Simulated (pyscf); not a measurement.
# Substitution at C: H₃C–CH₂–OH + H• -> CH₄ + •H₂C–OH

Gas phase, doublet surface, charge 0. Bonds broken: C1–C2. Bonds formed: C1–H10. PySCF, gas phase, ωB97X-D3(BJ)/def2-SVP geometries. MP2 and CC: frozen core, UHF for open shells. ΔMP2 is the change of the MP2 total energy from the triple- to the quadruple-zeta basis.

Transition state (Å):

```xyz
10

C     -1.6447     0.2563     0.0341
C      0.0089     0.2948    -0.5677
O      0.5871    -0.9535    -0.6151
H     -2.2385    -0.3757    -0.6431
H     -2.3376     0.5410     0.8952
H     -1.7373     1.3336    -0.4226
H      0.5241     1.0146     0.0957
H     -0.0628     0.6919    -1.5900
H      0.5345    -1.3379     0.2727
H     -1.1628    -0.5831     0.8138
```

One imaginary mode, 951i cm⁻¹; descent along it reached the two sides named.

| bond | change | reactant side (Å) | saddle | product side |
|---|---|---|---|---|
| C1–C2 | breaks | 1.523 | 1.760 | 3.9 |
| C1–H10 | forms | 4.3 | 1.243 | 1.100 |

Electronic energies relative to the separated reactants (eV):

```json
[
 {"level": "ωB97X-D3(BJ)/def2-TZVP", "barrier": "2.02", "reaction energy": "-0.83", "reverse barrier": "2.85"},
 {"level": "PBE/def2-TZVP", "barrier": "1.55", "reaction energy": "-0.86", "reverse barrier": "2.41"},
 {"level": "r²SCAN/def2-TZVP", "barrier": "1.62", "reaction energy": "-0.99", "reverse barrier": "2.61"},
 {"level": "B3LYP-D3(BJ)/def2-TZVP", "barrier": "1.75", "reaction energy": "-1.00", "reverse barrier": "2.75"},
 {"level": "PBE0-D3(BJ)/def2-TZVP", "barrier": "1.79", "reaction energy": "-0.80", "reverse barrier": "2.59"},
 {"level": "M06-2X/def2-TZVP", "barrier": "1.96", "reaction energy": "-0.79", "reverse barrier": "2.75"},
 {"level": "ωB97M-D3(BJ)/def2-TZVP", "barrier": "1.94", "reaction energy": "-0.85", "reverse barrier": "2.79"},
 {"level": "HF/def2-TZVP", "barrier": "2.93", "reaction energy": "-0.91", "reverse barrier": "3.85"},
 {"level": "MP2/def2-QZVPP", "barrier": "2.19", "reaction energy": "-0.63", "reverse barrier": "2.81"},
 {"level": "CCSD/def2-TZVPP", "barrier": "2.11", "reaction energy": "-0.90", "reverse barrier": "3.01"},
 {"level": "CCSD(T)/def2-TZVPP", "barrier": "2.02", "reaction energy": "-0.84", "reverse barrier": "2.86"},
 {"level": "CCSD(T)/def2-TZVPP + ΔMP2(QZVPP)", "barrier": "1.99", "reaction energy": "-0.84", "reverse barrier": "2.83"}
]
```

With CCSD(T)/def2-TZVPP + ΔMP2(QZVPP) energies and thermal terms (ideal gas, 1 atm, RRHO with modes under 100 cm⁻¹ raised to 100, one conformer, R ln 2 for chiral ones without a mode under 150 cm⁻¹), in eV:

```
T (K)   ΔH‡   ΔG‡     ΔH     ΔG
-----  ----  ----  -----  -----
298    1.93  2.22  -0.78  -0.89
600    1.90  2.53  -0.80  -1.00
900    1.89  2.85  -0.85  -1.09
1200   1.88  3.17  -0.90  -1.16
```

The same reactants have a lower exit, to •H₂C–CH₃ + H₂O (barrier +1.10 eV at ωB97M-D3(BJ)/def2-TZVP, against +1.94 eV here). This is the saddle that the search found; another between the same sides may lie lower. The angle at the attacked C is 82°: a side-on saddle, likely not the lowest. The CCSD(T) − MP2 part came from Ansatz, without density fitting, on the same reference.
